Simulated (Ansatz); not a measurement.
Geometry optimisation, Ansatz, RKS B3LYP-D4/def2-SVP.

Input file:

```yaml
crystal:
  periodic: [false, false, false]
  atoms:
    - { symbol: O, position_ang: [-1.60583, -1.40374, -0.6512] }
    - { symbol: Al, position_ang: [-0.47402, -0.41507, -0.19133] }
    - { symbol: O, position_ang: [0.69875, 0.60904, 0.2851] }
    - { symbol: H, position_ang: [-0.89898, 1.04034, 0.07849] }
basis:
  gaussian: { orbitals: def2-SVP }
hamiltonian:
  xc: b3lyp
  dispersion: d4
relax:
  f_tol: 0.02
  max_steps: 50
```

Command:

```bash
$ ansatz run input.yaml --threads 1 --pin off --max-ram 2048MiB --backend cpu --events-out ev --progress --plain --runs-dir out
```

Task: Where does it end, and by what steps?

Result: It converged. After 11 steps the energy has fallen by 4.249 eV; H4 moved furthest, 1.05 Å. Parted: Al2–H4. Joined: O3–H4.

| step | energy less start (eV) | largest force component (eV/Å) | accepted |
| --- | --- | --- | --- |
| 0 | 0.0000 | 3.079 | yes |
| 1 | -1.4801 | 4.168 | yes |
| 2 | -3.0489 | 4.294 | yes |
| 3 | -2.5759 | 13.862 | no |
| 4 | -3.6750 | 2.872 | yes |
| 5 | -3.9516 | 1.969 | yes |
| 6 | -4.1317 | 0.622 | yes |
| 7 | -4.2168 | 0.749 | yes |
| 8 | -4.2379 | 0.398 | yes |
| 9 | -4.2435 | 0.366 | yes |
| 10 | -4.2493 | 0.035 | yes |
| 11 | -4.2493 | 0.016 | yes |

```xyz
4
Properties=species:S:1:pos:R:3
O -1.558 -1.919 -0.767
Al -0.750 -0.616 -0.294
O 0.125 0.725 0.201
H -0.097 1.641 0.380
```

Run time: 14 s on 1 thread of Arm Neoverse V1, on a shared host, peak memory 0.1 GiB.
